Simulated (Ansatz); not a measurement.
A made-up structure of CH₂OSi, singlet:

C1  (-0.292, 0.591, -0.371)
Si2  (0.357, -0.719, 0.452)
O3  (0.944, -1.897, 1.191)
H4  (0.869, 0.508, 0.949)
H5  (-0.775, 0.444, -1.328)
(Å)

It is relaxed with PBE-D4/def2-SVP and then PBE0-D4/def2-TZVP (Ansatz 0.2.0). Atoms count as bonded within 1.22 times the sum of their covalent radii (H–H: 0.88 Å). The end point is not checked to be a true minimum.

Q: Does its bonding change? (A judgement: the text doesn't fix the answer.)

A: The calculation gives: Yes. Formed: C1–H4; broken: Si2–H4.

Where it ends: The first stage lowers the energy by 4.64 eV in 15 steps. It ends as CH₂OSi ([CH2][Si][O]):
```
atom    x (Å)    y (Å)    z (Å)
  C1   0.0444   0.4424  -0.1524
 Si2   0.4349  -1.0153   0.5817
  O3   0.7867  -2.3267   1.2418
  H4   0.3894   1.3738   0.2754
  H5  -0.5533   0.4519  -1.0536
```

Labels in which every atom is bracketed show which atoms are joined, not bond orders.

For scale, one of the runs: PBE0-D4/def2-TZVP relaxation, 111 basis functions, launched by `ansatz run in.yaml --threads 2 --pin off --events-out ev --progress --plain --max-ram 4352MiB`. Hardware: 2 CPU threads of an Arm Neoverse V1, shared host. Wall time about 14 s.
